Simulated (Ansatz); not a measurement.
`[O]CCF`• → 2 C• + F• + 4 H• + O•  (atomization)

Gas-phase electronic energies from Ansatz, PBE0-D4/def2-TZVP geometries. CBS: MP2 limit from def2 TZ/QZ plus the TZ coupled-cluster correction, frozen cores. This one scheme is used for every species, atoms too. Functionals use def2-TZVPP. Open shells (•) are unrestricted, without spin–orbit coupling. Spin–orbit coupling would lower the free atoms: a little for C, F, O. One conformer a species, not always the lowest.

`[O]CCF`•:

Cartesian coordinates in Å:
```
O -1.489 0.291 0.949
C -0.374 0.594 0.238
C 0.453 -0.586 -0.216
F -0.202 -1.253 -1.230
H 0.241 1.264 0.870
H -0.656 1.227 -0.623
H 0.603 -1.284 0.612
H 1.423 -0.252 -0.599
```

CCSD(T)/CBS gives +2938.7 kJ/mol.

(1) Another level gave +2961.0 kJ/mol. Which?
A. SCS-MP2/def2-TZVPP
B. B2PLYP/def2-TZVPP
C. BLYP-D4/def2-TZVPP
D. revPBE-D4/def2-TZVPP

Largest T1 diagnostic among the species: 0.016.

Answers

(1) D. revPBE-D4 2961.0, BLYP-D4 2969.0, B2PLYP 2919.0, SCS-MP2/def2-TZVPP 2887.9 kJ/mol.

Leaving LDA and LC-ωPBE aside and taking each functional with its dispersion term where it has one, the values, not all of them listed here, spread over 208.2 kJ/mol, from BHLYP-D4 to PBE-D4. LDA lies +416.1 kJ/mol from PBE without D4, its usual overbinding. From PBE to PBE0 (25 % exact exchange), in def2-TZVPP and without D4, ΔE moves by −78.9 kJ/mol: exact exchange takes away binding that semilocal exchange gives to molecules. At CCSD(T), def2-SVP lies −142.3 kJ/mol from the extrapolated value and def2-TZVPP −74.6 kJ/mol: correlation converges slowly with the basis, and small sets miss more of it in the bonded molecule than in its fragments.

For atomizations the MP2-based limit and the directly extrapolated one differ by several kJ/mol either way, and by 10 to 25 for some Ge, Se and Sn compounds, so smaller differences from it don't rank the levels.
